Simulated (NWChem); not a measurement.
Species: diphosphorus (P2); SMILES P#P

```xyz
2

P      0.0000     0.0000     0.9521
P      0.0000     0.0000    -0.9521
```
Atoms are numbered in this order, from 1.

Computed with NWChem. The geometry was optimised at B3LYP/6-31G* (spherical d). Vertical excitations in the gas phase.

Q: Predict the results for CAM-B3LYP/aug-cc-pVDZ, full TDDFT. Quantities: lowest excitation, singlet (eV); oscillator strength of that lowest state; orbital gap (eV).

A: 
| Quantity | Value |
|---|---|
| lowest excitation, singlet (eV) | 3.31 |
| oscillator strength of that lowest state | 0.000 |
| orbital gap (eV) | 7.69 |
